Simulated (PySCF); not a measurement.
Compound: C₆H₈.
Atom-mapped SMILES: `[CH3:1][CH2:2][CH:3]=[C:4]1[CH:5]=[CH:6]1` (hydrogens: H7, H8, H9 on C1; H10, H11 on C2; H12 on C3; H13 on C5; H14 on C6)

Cartesian coordinates in Å at the PBE0-D3(BJ)/def2-SVP level; atoms count from 1:
```
atom  x, y, z in Å
C1    -1.8034    0.5361    0.1207
C2    -0.5566    0.3167    0.9728
C3     0.5246   -0.4460    0.2647
C4     1.7273    0.0514   -0.0214
C5     3.0550   -0.0312   -0.5730
C6     2.7136    1.1047    0.0085
H7    -2.2305   -0.4240   -0.2112
H8    -1.5653    1.1175   -0.7836
H9    -2.5873    1.0739    0.6775
H10   -0.1564    1.2904    1.3028
H11   -0.8478   -0.2166    1.8969
H12    0.3018   -1.4695   -0.0563
H13    3.8154   -0.6056   -1.0984
H14    2.9985    2.1145    0.2962
```

The closed-shell ground state was solved at several levels (PySCF, density fitting, gas phase, non-relativistic).

```tsv
level	basis functions	total energy (Eh)	HOMO (eV)	LUMO (eV)	gap (eV)	dipole (D)
KT2/pcJ-1	242	-237.5656	-4.67	-1.55	3.12	1.95
PBE/pcJ-1	242	-233.0274	-4.67	-1.60	3.07	1.88
B3LYP/6-31G*	100	-233.3267	-5.13	-0.26	4.87	1.95
LDA/pcJ-1	242	-231.1605	-4.87	-1.87	3.00	1.86
PBE0/pcJ-1	242	-233.0516	-5.69	-0.50	5.19	1.95
```

Question: What might B97-2/pcJ-1 (242 basis functions) give for the same quantities?

Answer: Total energy -233.2612 Eh, HOMO -5.44 eV, LUMO -0.55 eV, gap 4.89 eV, dipole 1.94 D.

Question: Over all these levels, which gives the widest orbital gap and which the narrowest?

Answer: PBE0/pcJ-1 (global hybrid, 25 % exact exchange) has the widest, 5.19 eV, and LDA/pcJ-1 (LDA) the narrowest, 3.00 eV. The two share the basis. From the narrowest to the widest the HOMO moves by -0.82 eV and the LUMO by +1.37 eV.

Question: In the pcJ-1 basis, how does the gap go with the fixed share of exact exchange?

Answer: LDA (0 %) 3.00 eV; PBE (0 %) 3.07 eV; KT2 (0 %) 3.12 eV; B97-2 (21 %) 4.89 eV; PBE0 (25 %) 5.19 eV. Each rise in the share widens the gap here.

Question: How far do the dipole and the HOMO energy spread over the levels?

Answer: The dipole runs from 1.86 to 1.95 D (mean 1.92 D) and the HOMO from -5.69 to -4.67 eV.

One conformer stands for the species.
